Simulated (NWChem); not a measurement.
# Correlation energy of B (-1)

```xyz
1

B      0.0000     0.0000     0.0000
```
Charge -1, spin multiplicity 3.

Program: NWChem.

Basis set: aug-cc-pVTZ. Each correlation energy counts from its own Hartree-Fock reference.

The correlated methods keep 1 core orbital frozen. No SCF solution was tested for a lower state. Open-shell Hartree-Fock references start from PBE0 orbitals. Coupled-cluster values serve here as a point of comparison, not as the truth.

```json
[
 {"method": "UMP2", "correlation energy (mHa)": "?"},
 {"method": "SCS-UMP2", "correlation energy (mHa)": "?"},
 {"method": "CCSD on UHF", "correlation energy (mHa)": "?"},
 {"method": "CCSD[T] on UHF", "correlation energy (mHa)": "-86.0"},
 {"method": "CCSD(T) on UHF", "correlation energy (mHa)": "-85.9"},
 {"method": "CCSD on ROHF", "correlation energy (mHa)": "?"},
 {"method": "CCSD[T] on ROHF", "correlation energy (mHa)": "-89.1"},
 {"method": "CCSD(T) on ROHF", "correlation energy (mHa)": "-89.0"},
 {"method": "CCSDT on ROHF", "correlation energy (mHa)": "-89.6"}
]
```

Task: Fill in the missing entries.

Result: 
- UMP2, correlation energy (mHa): -63.3
- SCS-UMP2, correlation energy (mHa): -63.9
- CCSD on UHF, correlation energy (mHa): -82.3
- CCSD on ROHF, correlation energy (mHa): -84.8
